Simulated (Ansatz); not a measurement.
The same path of AlClH$_{2}$ (4 atoms, charge 0, multiplicity 1) was run twice with different band settings. Lost on the way: Al1–H2, Al1–Cl3. Made: H2–Cl3.

These are results of RKS PBE-D4/6-31G* (Ansatz), not measurements.

Relaxed end points:

```xyz
4
Properties=species:S:1:pos:R:3
Al 0.329 0.000 0.340
H 0.138 0.000 1.921
Cl 2.319 0.000 -0.395
H -0.840 0.000 -0.742
```

```xyz
4
Properties=species:S:1:pos:R:3
Al -0.587 0.000 -0.118
H 1.710 0.000 0.755
Cl 2.965 0.000 1.218
H -2.141 0.000 -0.730
```

Common settings: spring 5.0 eV/Å²; optimiser quadratic models (default); start path through a guess of the saddle point; force threshold 0.05 eV/Å; iteration limit 60; end points relaxed.

| run | movable images | climbing image |
| --- | --- | --- |
| 1 | 9 | yes |
| 2 | 4 | no |

Question: What does each run give, and how far can it be trusted?

Answer: Run 1: converged after 12 iterations, highest image 2.810 eV above the first end. A vibrational analysis at the climbing image gives one clearly imaginary mode, 389i cm⁻¹: a first-order saddle point.
Run 2: converged after 11 iterations, highest image 2.771 eV above the first end. Neighbouring images differ by up to 1.9 eV, so the band resolves the path poorly. No image climbed, so the highest image needn't sit at the top of the path.
The orbitals stay closed-shell, which can raise the energy where a bond breaks towards radicals; this wasn't checked here.
